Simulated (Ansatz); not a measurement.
Solid chlorine

These are r²SCAN+rVV10 in Ansatz (PAW) values and carry that method's errors.

Numerical settings: plane-wave cutoff 500 eV, 6×6×4 k mesh (along the axes of the cell as run), gaussian smearing 0.02 eV, scalar-relativistic PAW data made under PBE.

Cell: relaxed at this level.

```
Property                               Result
------------------------------  -------------
equilibrium volume per atom     25.56 Å³/atom
equilibrium lattice constant a        6.246 Å
lattice parameter b                   4.020 Å
c axis length                         8.141 Å
```

Ansatz is a program for electronic structure.
